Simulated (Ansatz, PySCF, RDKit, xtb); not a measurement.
# CH5FSi: from the formula to a structure

Given the formula CH5FSi and nothing else, which arrangement of the atoms is the most stable in the gas at 298.15 K, and what are its properties?

The funnel: GFN2-xTB relaxations, single points with a density functional, relaxations at PBE0-D3(BJ)/def2-SVP, harmonic vibrations, and a last energy at a higher level. All values are calculated.

4 further runs of the same task are left out: 4 set aside as unsound or not needed.

## Step 1: Candidates

A program enumerates the bonding patterns with one Lewis structure each (two rings at most, one unusual centre or charged pair), with their diastereomers. O–O, O–halogen and N–halogen bonds and N–N–N chains are not drawn. That gives 2 candidates.

```csv
label,SMILES,spin
c198,C[SiH2]F,singlet
c674,FC[SiH3],singlet
```

Candidates are built by distance geometry, with a force field where one applies, in up to four conformers (letters a to d). 2 starts with atoms placed at random are added, to find patterns that the rules miss.

**Question.** With final energies at CCSD(T)/def2-TZVP, which structure will this search put lowest in free energy, and by what margin?

| quantity | value |
| --- | --- |
| lowest structure found | C[SiH2]F, singlet, Cs |
| next finalist | FC[SiH3], singlet, 59.1 kcal/mol higher in G |
| share at equilibrium, among the finalists | 100.0 % |
| harmonic wavenumbers, lowest and highest (PBE0-D3(BJ)/def2-SVP) | 165 and 3174 cm⁻¹ |
| rotational constants, same geometry | 0.6512, 0.2199, 0.1806 cm⁻¹ |
| dipole moment (PBE0/def2-TZVPD) | 1.85 D |
| HOMO energy (PBE0/def2-TZVPD) | -9.27 eV |
| LUMO energy (PBE0/def2-TZVPD) | 0.19 eV |
| HOMO–LUMO gap (PBE0/def2-TZVPD) | 9.46 eV |
| lowest excitation (TD-B3LYP/def2-SVPD) | 8.02 eV (f = 0.008) |
| strongest of the states computed, same level | 9.30 eV (f = 0.199) |
| lowest triplet excitation, same level, Tamm-Dancoff | 7.60 eV |
| vertical ionisation energy | 11.58 eV |
| vertical electron affinity | -1.30 eV (unbound: the value depends on the basis) |
| vertical triplet less singlet | +7.52 eV |

`C[SiH2]F` comes out lowest. The margin of 59.1 kcal/mol over the next finalist is beyond the usual error of the last level; it says nothing of structures that weren't ranked. GFN2-xTB, HF/STO-3G, r2SCAN-D4/def2-SVP, PBE0-D3(BJ)/def2-SVP, HF/def2-TZVP and MP2/def2-TZVP already put its bonding pattern lowest among the structures in one piece. The search is not exhaustive (a finite list of starts, one conformer a finalist), so a lower isomer can't be ruled out. Patterns outside the rules of the enumeration were met only by chance.
